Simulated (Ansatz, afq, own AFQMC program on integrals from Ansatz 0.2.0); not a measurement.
Two steps: Ansatz 0.2.0 writes the Fock matrix and Cholesky factors of the valence space, and afq projects on them the lowest state that overlaps trial and start.

```yaml
crystal:
  periodic: [false, false, false]
  atoms:
    - {symbol: W, position_ang: [0.000000, 0.000000, 0.000000]}
    - {symbol: O, position_ang: [0.000000, 0.000000, 1.703200]}
basis:
  gaussian: {orbitals: def2-SVP}
magnetization: {spin_polarized: false, initial_magnetization: 4}
correlation: {method: ccsd_t, electrons: outside_noble_gas, hamiltonian_folder: ham}
```

```sh
$ ansatz run in.yaml --threads 1 --pin off --events-out ev --progress --plain --max-ram 1843MiB
```

Options of the walk:

```
--method phaseless --trial cisd --walkers 60 --populations 1 --least-time 40 --time-step 0.005 --steps-per-block 50 --equilibration-blocks 40 --max-blocks 300 --target-error 0.00042 --factor-cut 1e-05 --start spin_pure --seed 5377 --release-times 0.24,0.6,1.2,2,3,4.2 --release-step 0.04 --release-every 4 --taylor-order 6
```

Times are imaginary, in 1/Eh. The walk had a cap of 2534 s. Core potentials past Kr, no spin–orbit coupling.

afq prints:

```
orbitals 41  electrons 8 4  factors 331 of 443
reference energy -141.12406125 Eh
CCSD correlation -0.30468381 Eh in 15 cycles, weight of the determinant in the CISD state 0.8523
energy of the start -141.428752 Eh
 block  time / (1/Eh)  mean weight  energy / Eh
     1     0.250  0.9999  -141.425681
     2     0.500  0.9999  -141.430010
     3     0.750  1.0008  -141.429423
     4     1.000  0.9984  -141.431598
     5     1.250  0.9984  -141.438477
     7     1.750  1.0017  -141.439424
     9     2.250  1.0027  -141.438306
    17     4.250  0.9996  -141.471487
    33     8.250  1.0010  -141.431802
    49    12.250  0.9991  -141.447676
    65    16.250  0.9994  -141.427901
    81    20.250  1.0010  -141.430950
    97    24.250  1.0010  -141.452893
   113    28.250  1.0002  -141.442760
   129    32.250  1.0019  -141.425261
   145    36.250  0.9988  -141.436068
   161    40.250  1.0015  -141.431327
   177    44.250  0.9992  -141.432518
   193    48.250  1.0020  -141.469183
   201    50.250  1.0028  -141.482750
   209    52.250  1.0017  -141.441170
   225    56.250  1.0023  -141.440153
   241    60.250  0.9980  -141.473876
   249    62.250  1.0011  -141.424159
   257    64.250  0.9999  -141.434281
   273    68.250  1.0005  -141.444996
   289    72.250  1.0020  -141.462267
   305    76.250  1.0001  -141.442012
   321    80.250  0.9965  -141.444967
   337    84.250  1.0004  -141.439976
blocks merged  error / Eh  count
     1  0.000678  300
     2  0.000808  150
     4  0.001017  75
     8  0.001203  37
    16  0.001230  18
    32  0.001367  9
released: time / (1/Eh)  energy / Eh  error  mean overlap
  0.24  -141.443942  0.000988  0.9941
  0.60  -141.443354  0.001340  0.9989
  1.20  -141.445890  0.001204  1.0026
  2.00  -141.444397  0.001817  1.0316
  3.00  -141.446678  0.003017  1.0251
  4.20  -141.443787  0.004233  1.0927
energy -141.444235 +/- 0.001230 Eh
(rows thinned)
```

The run passed its tests (sampling time, drift between the halves within three errors, error under three times the target), which doesn't prove that it has relaxed.

Against this walk (error 33.5 meV) on the same determinant: CCSD(T) 15.6 meV lower (within the noise), CCSDT(Q) 19.9 meV lower (within the noise). The error is statistical and leaves out the bias of the constraint. Released to 2.00 1/Eh the energy moves by -4 ± 60 meV (both errors), within twice the noise.

Cautions: constraint bias not in the error; error above the target (33.5 against 11.4 meV); no spin-orbit coupling; outer-core shells of the metal frozen; lower spins were not checked; a spin-contaminated unrestricted determinant lies lower (UHF 344 meV lower, ⟨S²⟩ 6.27); raised T1 diagnostic (T1 0.046, weight of the determinant 0.85, largest double 0.08); CCSDT(Q) on the UHF determinant differs (133 meV lower), by its state or its frozen core; the bias of populations of 60 walkers isn't removed.

The walk took 9.9 min on 1 thread of Arm Neoverse V2, with other jobs on the host. The log's last line is the phaseless energy.

CCSDT and higher add their correlation energy to the determinant of the CCSD(T) run, since their own runs factorise the integrals more tightly (a shift of under 2 meV). A walk keeps the symmetry of its determinant, which the program's search chose and which needn't be the lowest solution, so a lower state of the same spin and another symmetry isn't excluded.
